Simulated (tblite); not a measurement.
Compound: C6H11 (doublet state).
Atom-mapped SMILES: `[CH2:1]=[C:2]([CH3:3])[C:4]([CH3:5])[CH3:6]` (hydrogens: H7, H8 on C1; H9, H10, H11 on C3; H12, H13, H14 on C5; H15, H16, H17 on C6)
Bond orders are those of one Lewis drawing.

Computed with GFN2-xTB (tblite), gas phase: L-BFGS steps from a force-field or distance-geometry start until the largest atomic force falls under 0.01 eV/Å.

The end geometry, which sets the zero of energy:
```
atom  x, y, z in Å
C1     -1.3945   -1.4497    0.0324
C2     -0.7854   -0.2224    0.0576
C3     -1.6623    1.0038    0.0520
C4      0.5993   -0.0466    0.1019
C5      1.5535   -1.1940    0.0416
C6      1.1937    1.3178    0.2217
H7     -0.8453   -2.3715    0.0665
H8     -2.4655   -1.5338   -0.0063
H9     -2.6988    0.7273   -0.1211
H10    -1.6033    1.5225    1.0087
H11    -1.3538    1.6988   -0.7268
H12     2.5196   -0.8680   -0.3391
H13     1.7156   -1.6167    1.0370
H14     1.1816   -1.9904   -0.5987
H15     0.7036    1.8981    1.0036
H16     1.0796    1.8780   -0.7103
H17     2.2553    1.2590    0.4491
```

Question: These geometries come from the run, each turned onto the end geometry. Order them by energy, lowest first.
A.
```
atom  x, y, z in Å
C1     -1.3968   -1.4455    0.0356
C2     -0.7874   -0.2179    0.0673
C3     -1.6699    1.0079    0.0289
C4      0.5974   -0.0515    0.1398
C5      1.5574   -1.1906    0.0172
C6      1.1965    1.3085    0.2720
H7     -0.8457   -2.3646    0.1205
H8     -2.4671   -1.5310   -0.0383
H9     -2.7159    0.7181   -0.0554
H10    -1.5558    1.5915    0.9428
H11    -1.4130    1.6466   -0.8178
H12     2.4859   -0.8493   -0.4382
H13     1.8058   -1.6064    0.9975
H14     1.1524   -1.9918   -0.5958
H15     0.6691    1.9091    1.0130
H16     1.1377    1.8440   -0.6807
H17     2.2422    1.2349    0.5615
```
B.
```
atom  x, y, z in Å
C1     -1.3850   -1.4277    0.3067
C2     -0.7997   -0.2157    0.0965
C3     -1.6683    0.9842   -0.1870
C4      0.5944   -0.0369    0.1188
C5      1.5348   -1.1520   -0.2024
C6      1.2019    1.2785    0.4784
H7     -0.8108   -2.2924    0.5858
H8     -2.4544   -1.5315    0.3187
H9     -2.7021    0.6690   -0.2978
H10    -1.6115    1.7332    0.6008
H11    -1.3447    1.4558   -1.1152
H12     2.4375   -0.7404   -0.6574
H13     1.8446   -1.7119    0.6856
H14     1.0703   -1.8538   -0.8949
H15     0.6239    1.7602    1.2681
H16     1.2416    1.9710   -0.3678
H17     2.2205    1.1227    0.8330
```
C.
```
atom  x, y, z in Å
C1     -1.3817   -1.4583    0.0488
C2     -0.7904   -0.2237    0.0691
C3     -1.6591    1.0053    0.0154
C4      0.5924   -0.0469    0.1516
C5      1.5434   -1.1905   -0.0041
C6      1.1899    1.3141    0.2969
H7     -0.8288   -2.3644    0.2019
H8     -2.4439   -1.5605   -0.0472
H9     -2.7058    0.7379   -0.0651
H10    -1.5523    1.6212    0.9071
H11    -1.3909    1.6147   -0.8439
H12     2.4671   -0.8618   -0.4805
H13     1.8056   -1.6311    0.9631
H14     1.1079   -1.9717   -0.6230
H15     0.6633    1.9168    1.0356
H16     1.1425    1.8564   -0.6519
H17     2.2336    1.2546    0.5959
```
D.
```
atom  x, y, z in Å
C1     -1.3772   -1.4530    0.1750
C2     -0.7893   -0.2205    0.0983
C3     -1.6455    0.9991   -0.0506
C4      0.5915   -0.0377    0.1693
C5      1.5223   -1.1790   -0.0685
C6      1.1910    1.3155    0.3508
H7     -0.8087   -2.3438    0.3439
H8     -2.4239   -1.5897    0.0111
H9     -2.6867    0.7220   -0.1407
H10    -1.5362    1.6568    0.8099
H11    -1.3592    1.5511   -0.9438
H12     2.4285   -0.8368   -0.5645
H13     1.8008   -1.6681    0.8673
H14     1.0533   -1.9216   -0.7116
H15     0.6343    1.8668    1.1044
H16     1.1758    1.9207   -0.5621
H17     2.2221    1.2306    0.6817
```
E.
```
atom  x, y, z in Å
C1     -1.4016   -1.4499    0.0094
C2     -0.7893   -0.2251    0.0610
C3     -1.6657    1.0012    0.0591
C4      0.5946   -0.0484    0.1117
C5      1.5570   -1.1882    0.0413
C6      1.1958    1.3131    0.2369
H7     -0.8607   -2.3769    0.0316
H8     -2.4725   -1.5258   -0.0414
H9     -2.7102    0.7205   -0.0399
H10    -1.5528    1.5615    0.9861
H11    -1.4023    1.6590   -0.7671
H12     2.4996   -0.8606   -0.3950
H13     1.7731   -1.5725    1.0420
H14     1.1702   -2.0107   -0.5545
H15     0.6767    1.9144    0.9823
H16     1.1365    1.8553   -0.7114
H17     2.2447    1.2451    0.5176
```

Answer: E (0.002 eV), A (0.008 eV), C (0.020 eV), D (0.056 eV), B (0.120 eV).

In the order of the answer:

```json
{"step": "42", "E above end (eV)": "0.002", "largest force (eV/Å)": "0.03", "rms force component (eV/Å)": "0.008", "rms distance from end (Å)": "0.050", "rms bond change (Å)": "0.000", "bond most changed (Å)": "C3–H10 -0.001"}
{"step": "29", "E above end (eV)": "0.008", "largest force (eV/Å)": "0.10", "rms force component (eV/Å)": "0.034", "rms distance from end (Å)": "0.070", "rms bond change (Å)": "0.001", "bond most changed (Å)": "C2–C3 +0.003"}
{"step": "25", "E above end (eV)": "0.020", "largest force (eV/Å)": "0.18", "rms force component (eV/Å)": "0.056", "rms distance from end (Å)": "0.096", "rms bond change (Å)": "0.002", "bond most changed (Å)": "C1–H8 -0.004"}
{"step": "16", "E above end (eV)": "0.056", "largest force (eV/Å)": "0.31", "rms force component (eV/Å)": "0.094", "rms distance from end (Å)": "0.175", "rms bond change (Å)": "0.004", "bond most changed (Å)": "C2–C3 -0.010"}
{"step": "8", "E above end (eV)": "0.120", "largest force (eV/Å)": "0.10", "rms force component (eV/Å)": "0.038", "rms distance from end (Å)": "0.335", "rms bond change (Å)": "0.003", "bond most changed (Å)": "C2–C4 +0.009"}
```

What follows is the cost of the whole relaxation. Hardware: an Arm Neoverse V1 with one thread, no GPU, shared host with 32 logical CPUs at a one-minute load of 6.6. Cost: 0.34 s of wall time.
